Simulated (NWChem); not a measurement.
The numbers come from NWChem runs, not from measurements. System: Si, charge 0, spin multiplicity 3. Its SCF solution wasn't tested for a lower state. Level: evGW@UPBE/def2-TZVPD, RI basis def2-tzvpd-rifit, 6 cycles.

Input file:

```
start mol
memory heap 200 mb stack 700 mb global 1700 mb
geometry units angstroms nocenter noautoz
  Si     0.000000     0.000000     0.000000
  symmetry group D2h
end
basis spherical
  * library def2-tzvpd
end
basis "ri basis" bse spherical
  * library def2-tzvpd-rifit
end
dft
  xc xpbe96 cpbe96
  odft
  mult 3
  iterations 100
  direct
  tolerances tight
end
task dft energy
gw
  evgw 6
  states alpha occ -1 vir -1
  states beta occ -1 vir -1
end
task dft gw
```

Part of the output:

```
             Northwest Computational Chemistry Package (NWChem) 7.3.0
             --------------------------------------------------------

                                NWChem Input Module
                                -------------------

 Scaling coordinates for geometry "geometry" by  1.889725989
 (inverse scale =  0.529177249)

                             Geometry "geometry" -> ""
                             -------------------------

 Output coordinates in angstroms (scale by  1.889725989 to convert to a.u.)

  No.       Tag          Charge          X              Y              Z
 ---- ---------------- ---------- -------------- -------------- --------------
    1 Si                  14.0000     0.00000000     0.00000000     0.00000000

 Effective nuclear repulsion energy (a.u.)       0.0000000000

            Nuclear Dipole moment (a.u.)
            ----------------------------
        X                 Y               Z
 ---------------- ---------------- ----------------
     0.0000000000     0.0000000000     0.0000000000

      Symmetry information
      --------------------

 Group name             D2h
 Group number             26
 Group order               8
 No. of unique centers     1

      Symmetry unique atoms

     1


 Summary of "ao basis" -> "" (spherical)
 ------------------------------------------------------------------------------
       Tag                 Description            Shells   Functions and Types
 ---------------- ------------------------------  ------  ---------------------
 *                         def2-tzvpd                 on all atoms

 new library libraries.bse/

 Summary of "ri basis" -> "" (spherical)
 ------------------------------------------------------------------------------
       Tag                 Description            Shells   Functions and Types
 ---------------- ------------------------------  ------  ---------------------
 *                      def2-tzvpd-rifit              on all atoms

  pbe96 is a nonlocal functional; adding pw91lda local functional.

                                 NWChem DFT Module
[...]
@GW        12          4.030           0.000
@GW        13          4.070           0.000
@GW        14          4.070           0.000
@GW        15          4.041           0.000
@GW        16          7.154           0.000
@GW        17          7.161           0.000
@GW        18          7.342           0.000
@GW        19         10.753           0.000
@GW        20         10.749           0.000
@GW        21         10.677           0.000
@GW        22         10.677           0.000
@GW        23         10.639           0.000
@GW        24         12.770           0.000
@GW        25         30.163           0.000
@GW        26         30.165           0.000
@GW        27         30.195           0.000
@GW        28         30.195           0.000
@GW        29         30.228           0.000
@GW        30         30.228           0.000
@GW        31         30.240           0.000
@GW        32         34.255           0.000
@GW        33         34.259           0.000
@GW        34         34.223           0.000
@GW        35         34.222           0.000
@GW        36         34.184           0.000
@GW        37         39.233           0.000
@GW        38         39.233           0.000
@GW        39         39.533           0.000
@GW        40        174.823           0.000
@GW        41        174.551           0.000
@GW        42        174.551           0.000
@GW        43        262.996           0.000

                   Beta Orbitals
          State     Energy (eV)     Error (eV)
          -----------------------------------
@GW         1      -1767.932           0.000
@GW         2       -159.597           0.000
@GW         3       -109.325           0.000
@GW         4       -108.853           0.000
@GW         5       -108.853           0.000
@GW         6        -13.268           0.000
@GW         7         -0.103           0.000
@GW         8          0.713           0.000
@GW         9          0.713           0.000
@GW        10          2.183           0.000
@GW        11          4.378           0.000
@GW        12          4.442           0.000
@GW        13          4.442           0.000
@GW        14          4.696           0.000
@GW        15          4.696           0.000
@GW        16          7.579           0.000
@GW        17          8.261           0.000
@GW        18          8.261           0.000
@GW        19         11.207           0.000
@GW        20         11.375           0.000
@GW        21         11.375           0.000
@GW        22         11.935           0.000
@GW        23         11.935           0.000
@GW        24         13.682           0.000
@GW        25         33.609           0.000
@GW        26         32.276           0.000
@GW        27         32.276           0.000
@GW        28         33.966           0.000
@GW        29         33.966           0.000
@GW        30         34.603           0.000
@GW        31         34.768           0.000
@GW        32         34.768           0.000
@GW        33         37.220           0.000
@GW        34         37.220           0.000
@GW        35         35.164           0.000
@GW        36         35.170           0.000
@GW        37         34.506           0.000
@GW        38         40.237           0.000
@GW        39         40.236           0.000
@GW        40        174.947           0.000
@GW        41        175.605           0.000
@GW        42        175.605           0.000
@GW        43        263.444           0.000

     GW Timing Statistics
   ------------------------
   Init.   :          0.0s
     ERIs  :          0.0s
     Distr.:          0.0s
     Vxc   :          0.0s
   Sigma_x :          0.0s
   RPA     :          0.2s
   Wmn     :          0.1s
   Sigma_c :          0.2s
   GW total:          0.7s

 Task  times  cpu:        0.7s     wall:        0.7s

 Total times  cpu:        2.0s     wall:        2.0s
```
